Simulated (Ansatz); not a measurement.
**KTaO₃: experiment and calculation**

**Measured values to compare with.**

“Understanding muon diffusion in perovskite oxides below room temperature based on harmonic transition state theory”, 2023, arxiv:2312.05755 quotes, for a bulk crystal of KTaO3: lattice constant a 3.988 Å.

The results are compared with them further down.

Theory: Ansatz, DFT PBE, scalar-relativistic, plane waves, PAW.

Settings: cutoff 420 eV, Γ-centred mesh 8×8×8 on the computed 5-atom cell, Gaussian smearing of 0.02 eV; no spin polarisation.

Relaxed structure, symmetry kept:

```cif
data_structure
_symmetry_space_group_name_H-M 'Pm-3m'
_symmetry_Int_Tables_number 221
_cell_length_a 4.0244
_cell_length_b 4.0244
_cell_length_c 4.0244
_cell_angle_alpha 90.000
_cell_angle_beta 90.000
_cell_angle_gamma 90.000
_cell_volume 65.18
loop_
_atom_site_label
_atom_site_type_symbol
_atom_site_symmetry_multiplicity
_atom_site_Wyckoff_symbol
_atom_site_fract_x
_atom_site_fract_y
_atom_site_fract_z
_atom_site_occupancy
K1 K 1 b 0.50000 0.50000 0.50000 1
Ta1 Ta 1 a 0.00000 0.00000 0.00000 1
O1 O 3 d 0.50000 0.00000 0.00000 1
```

| Quantity | Value |
| --- | --- |
| Space group | Pm-3m (No. 221) |
| Volume per atom | 88.0 bohr³ |
| Formation energy from the elements' standard states (uncorrected) | -2.658 eV/atom |
| Kohn–Sham band gap | 2.16 eV, indirect from R to Γ |
| Löwdin character of the top 1 eV of the valence band | O 2p 97 % |
| Löwdin character of the lowest 1 eV of the conduction band | Ta 5d 88 %, O 2p 10 % |
| Electron masses at the edge by Cartesian direction of the standard setting (m_e; degenerate bands sorted by energy; no spin-orbit coupling) | x: 6.7, 0.28, 0.28; y: 6.7, 0.28, 0.28; z: 6.7, 0.28, 0.28 |
| Hole masses at the edge by Cartesian direction of the standard setting (m_e; degenerate bands sorted by energy; no spin-orbit coupling) | x: 25, 1.0, 1.0; y: 25, 1.0, 1.0; z: 25, 1.0, 1.0 |
| Bulk modulus | 188 GPa |
| Its pressure derivative | 4.5 |
| Electronic dielectric constant xx, yy, zz of the standard setting (independent particles) | 5.5, 5.5, 5.5 |
| Bader charges (e) | K (1 in the cell) 0.82, Ta (1 in the cell) 2.91, O (3 in the cell) -1.24 |

Spin-orbit coupling is left out, which matters for the bands of heavy elements.

Measured lattice constant a of KTaO3: 3.988 Å (quoted in the paper above). This calculation gives 4.024 Å (+0.9 %). 2 values of this kind are on record in papers (3.988 to 3.989 Å); this one was drawn at random among those near their median. The calculation is for 0 K without zero-point motion.

Symmetry holds off the tilts and polar distortions that many cubic perovskites undergo.